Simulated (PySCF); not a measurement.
Gas-phase reaction: Al(CH3)3 + C4H2 ⇌ AlCH3 + 2 C3H4 (propyne)

Computed with PySCF and rigid-rotor harmonic-oscillator thermochemistry at 1 bar. † marks an energy on the PBE0/def2-TZVP geometry and frequencies; other levels use their own. MP2 and CCSD(T) freeze the core. 6-31G* has spherical d functions here. All species are closed-shell singlets. B3LYP is the form with VWN-RPA correlation. Methyl groups turn as free rotors in Al(CH3)3. AlCH3: computed as isolated molecules; such fragments, hydroxides, amides, oligomers or adducts are transient or little studied in the gas. MP2 isn't extrapolated to the basis-set limit; its ΔH°(298 K) is 153.9 kJ in def2-SVP and 168.4 kJ in def2-TZVPP. CCSD(T) isn't extrapolated to the basis-set limit. The harmonic model lacks anharmonicity and excited electronic states, which grow with temperature; levels with a mode under 35 cm⁻¹ are left out.

ΔH° and ΔS° at 298 K: B3LYP/6-31G* 136 kJ, 144 J/K; CCSD(T)/def2-SVP† 127 kJ, 139 J/K; HF/6-31G* 105 kJ, 142 J/K; MP2/def2-TZVPP† 168 kJ, 139 J/K; PBE/def2-TZVP† 158 kJ, 139 J/K.

Problem. With the heat capacities included, give log10 K (1 bar) at 600, 800, 1000, 1400, 1600 K from B3LYP/6-31G*, CCSD(T)/def2-SVP†, HF/6-31G*, MP2/def2-TZVPP†, PBE/def2-TZVP†.

Solution. 
| T (K) | B3LYP/6-31G* | CCSD(T)/def2-SVP† | HF/6-31G* | MP2/def2-TZVPP† | PBE/def2-TZVP† |
|---|---|---|---|---|---|
| 600 | -4.4 | -3.9 | -1.8 | -7.6 | -6.6 |
| 800 | -1.5 | -1.3 | 0.4 | -4.0 | -3.3 |
| 1000 | 0.1 | 0.3 | 1.6 | -1.9 | -1.4 |
| 1400 | 2.0 | 2.0 | 3.0 | 0.4 | 0.8 |
| 1600 | 2.6 | 2.5 | 3.5 | 1.1 | 1.5 |
